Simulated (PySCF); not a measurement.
Working out the electron affinity of O

O⁻ [He] 2s2 2p5 (2P) → O [He] 2s2 2p4 (3P). Computed with PySCF 2.14 in aug-cc-pVTZ with one added diffuse shell each of s, p, d, f type (6s5p4d3f, 62 functions), with the non-relativistic Hamiltonian (point nucleus). Frozen: 1s2. Energies in hartree (1 hartree = 27.21139 eV):

| part | O⁻ (lower) | O (upper) |
| --- | --- | --- |
| UHF | -74.792356 | -74.813007 |
| CCSD correlation | -0.227317 | -0.162659 |
| (T) | -0.009104 | -0.003441 |

**Question.** What does Hartree-Fock give?

**Answer.** (-74.813007) − (-74.792356) = -0.020651 hartree = -0.562 eV.

**Question.** What do CCSD and CCSD(T) give?

**Answer.** The CCSD correlation energies differ by 0.064658 hartree = 1.759 eV and the triples by 0.005663 hartree = 0.154 eV, so CCSD gives 1.197 eV and CCSD(T) 1.351 eV.

A first-order spin-orbit estimate adds -0.001 eV to CCSD(T) (valence), giving 1.350 eV against 1.461 eV (measured; photodetachment measurements, as compiled on the Wikipedia data page of electron affinities).

What remains against the reference includes basis incompleteness, the frozen core and higher excitations.
